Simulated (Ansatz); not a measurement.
System: rock-salt BaTe. Method: r²SCAN (Ansatz, a quantum-chemistry and plane-wave program, plane waves, PAW).

Settings: plane-wave cutoff 560 eV, 8×8×8 k mesh, Fermi–Dirac smearing 0.01 eV, scalar-relativistic PAW data made under PBE.

Equation-of-state points:

```csv
V (Å³/atom),E − E_lowest (meV/atom)
41.400,16.94
42.281,7.26
43.162,1.75
44.042,0.00
44.923,1.62
45.804,6.27
46.685,13.64
```

### Question
Estimate the bulk modulus and its pressure derivative from these points.

### Answer
V0 = 44.044 Å³/atom, B0 = 30.6 GPa, B′ = 4.4 (fit to the energies at full precision).

Measured, for comparison: equilibrium volume per atom 43.00 Å³/atom (room temperature, not corrected to a static lattice; as tabulated in Lucero et al. (2012), arXiv:1111.4515). Computed (rounded) less measured: equilibrium volume per atom +2.4 %.

Spin–orbit coupling is not included.

Static lattice: no zero-point or thermal effects.
